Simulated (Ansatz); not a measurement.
Results of PBE (Ansatz, a program for electronic structure, plane waves, PAW) for 2H WS₂.

Settings: plane-wave cutoff 520 eV, 12×12×4 k mesh (along the axes of the cell as run), perturbation theory, no spin polarisation, scalar-relativistic PAW data made under PBE.

Computed at the level's own relaxed cell.

```
CELL_PARAMETERS angstrom
      3.18766     0.00000     0.00000
     -1.59383     2.76060     0.00000
      0.00000     0.00000    14.88763
ATOMIC_POSITIONS crystal
  W  0.66667 0.33333 0.75000
  W  0.33333 0.66667 0.25000
  S  0.66667 0.33333 0.35553
  S  0.33333 0.66667 0.85553
  S  0.33333 0.66667 0.64447
  S  0.66667 0.33333 0.14447
```

Harmonic phonon frequencies (cm⁻¹; i marks an imaginary mode; at Γ without the LO shift):

```
q point                                                              frequencies
-------  -----------------------------------------------------------------------
Γ                    0 0 0 3 3 7 287 287 287 287 344 344 344 344 407 407 425 426
M        127 127 139 139 172 172 311 311 331 331 335 335 359 359 359 359 394 394
K        140 140 145 145 178 178 325 325 341 341 344 344 345 345 350 350 382 382
A                    0 0 0 0 5 5 287 287 287 287 344 344 344 344 407 407 426 426
```

No imaginary mode appears at these points.

Note: the cell comes from a level without a dispersion term, which matters for the spacing of layers, chains or molecules; the cell has widely spaced layers and the level no dispersion term, so their spacing and the moduli can rest on weak binding.
